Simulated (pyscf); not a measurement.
Single points on ωB97X-D3(BJ)/def2-SVP structures (PySCF, gas phase).

Problem. Estimate by transition-state theory the rate constant of `[OH][Ge]([OH])([OH])[OH]` + `[H]` [doublet] → `[OH2]` + `[OH][Ge]([OH])[OH]` [doublet] (doublet surface; Ge–O broken, H–O formed) at 600 K, with ωB97M-D3(BJ)/def2-TZVP energies (ideal gas, 1 atm, RRHO with modes under 100 cm⁻¹ raised to 100, one conformer, R ln 2 for chiral ones without a mode under 150 cm⁻¹; no tunnelling).

Solution. The electronic barrier is 19.0 kcal/mol and the thermal terms add +10.9, so ΔG‡ = 29.9 kcal/mol. With k_BT/h = 1.25e+13 s⁻¹ and RT = 1.192 kcal/mol, and a volume of 8.18e-20 cm³ per molecule at 1 atm, k = 1.3e-17 cm³ molecule⁻¹ s⁻¹. Wigner's tunnelling factor for 1811i cm⁻¹ would be 1.79, likely too low at so high a frequency. A shift of 1 kcal/mol in the barrier changes k by a factor 2.3. On the product side the descent ends in a bound adduct (not fully relaxed), 9.9 kcal/mol under the separated species and 41.8 kcal/mol under the saddle at ωB97X-D3(BJ)/def2-TZVP. At ωB97X-D3(BJ) the barrier from the zero used here is 22.4 kcal/mol. One saddle was located; it need not be the lowest between these sides. The angle at the attacked O is 145°. Elements up to Kr have no core potential and no relativistic terms here.
